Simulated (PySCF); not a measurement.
## B₂H₄, triplet: computed properties

Level of theory: UPBE0 in PySCF with B def2-TZVP, H def2-TZVP; no relativity; density-fitted integrals.

The structure is a minimum.

- Point group: C2h
- Bond lengths: B–B 1.662 Å, B–H 1.181 Å (×2), B–H 1.215 Å (×2)
- Bond angles: B–B–H 91.5° (×2), B–B–H 136.0° (×2), H–B–H 132.5° (×2)
- Principal quadrupole moments (Buckingham, traceless) about the centre of mass: -0.56, -0.55, 1.12 D Å
- Enthalpy at 298.15 K above 0 K: 12.74 kJ/mol
- Rotational constants: 3.913, 0.7521, 0.6309 cm⁻¹
- Principal polarisabilities: 28.1, 32.7, 51.6 bohr³
- Heat capacity Cp at 298.15 K: 61.6 J/(mol K)
- Rotational symmetry number: 2
- Highest occupied level (α): -6.65 eV
- Lowest empty level (β): -3.90 eV
- Atomisation energy without zero-point energy: 1684 kJ/mol
- Dipole moment: 0.00 D
- Spin squared ⟨S²⟩: 2.006
- Zero-point energy: 96.6 kJ/mol
- Entropy at 298.15 K and 1 bar (electronic part: spin only): 247.1 J/(mol K)

Harmonic modes (masses in u: B 11.009, H 1.008):
```
symmetry  ω (cm⁻¹)  IR (km/mol)
      bu       375         24.9
      au       543          4.1
      ag       564          0.0
      bg       660          0.0
      au       747          0.7
      ag       873          0.0
      bu       923         39.6
      ag      1050          0.0
      ag      2426          0.0
      bu      2453          5.3
      bu      2767         85.0
      ag      2775          0.0
```

In C2h the vibrations span 4bu + 2au + 5ag + bg. The ag, bg modes carry no infrared intensity, as symmetry demands. With a centre of inversion only u modes can be infrared active and only g modes Raman active.

Charges (e):
| atom | Mulliken | Löwdin | polar tensor | spin (Mulliken) | Mayer order to B1 |
| --- | --- | --- | --- | --- | --- |
| B1 | -0.15 | -0.24 | 0.12 | 0.89 | – |
| B2 | -0.15 | -0.24 | 0.12 | 0.89 | 1.26 |
| H3 | 0.06 | 0.07 | -0.08 | -0.03 | 0.98 |
| H4 | 0.10 | 0.17 | -0.04 | 0.14 | 0.85 |
| H5 | 0.10 | 0.17 | -0.04 | 0.14 | 0.08 |
| H6 | 0.06 | 0.07 | -0.08 | -0.03 | 0.00 |
Other Mayer orders above 0.3: B–H 0.85, B–H 0.98.

Mulliken populations on B1: s 3.10, p 1.99, d 0.06, f 0.01.

Outer orbital energies (eV). α occupied: -16.89, -13.20, -11.83, -10.41, -7.94, -6.65; empty: -0.64, 1.62, 2.06, 2.18. β occupied: -15.15, -12.25, -11.12, -10.08; empty: -3.90, -2.81, 0.81, 2.01.

Other isomers or separated fragments may lie lower. At this level a singlet minimum of C2v symmetry lies 225 kJ/mol below this structure.

The final relaxation and frequency run took 81 s on 4 threads of a shared Arm Neoverse V1 host, with 86 basis functions and 18 gradients; the process peaked at 1.3 GiB. Launch command: `OMP_NUM_THREADS=4 python axn.py task.json out`.
